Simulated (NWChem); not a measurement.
CH$_{6}$Si in NWChem

SMILES: [SiH3]C
```xyz
8

Si     0.6372     0.0363     0.0000
C     -1.2484    -0.0711     0.0000
H      1.1237     0.7640     1.2105
H      1.1237     0.7640    -1.2105
H      1.2430    -1.3291     0.0000
H     -1.6112    -0.6073     0.8914
H     -1.6112    -0.6073    -0.8914
H     -1.6990     0.9342     0.0000
```
Charge 0, spin multiplicity 1.

All runs are NWChem calculations. The geometry was optimised at B3LYP/def2-SVP, a minimum by its harmonic frequencies.

Symmetry labels belong to the abelian group Cs used in the runs, with the axes of the coordinates shown; states degenerate in a higher group split over its labels.

The structure started from a generated list of species.

Q: List the lowest 3 singlet excitations that TDA-BHandHLYP/def2-SVPD gives, with oscillator strengths.

A: 
```tsv
state	symmetry	energy (eV)	wavelength (nm)	f
1	a'	8.82	140	0.106
2	a"	8.96	138	0.025
3	a'	8.96	138	0.025
```
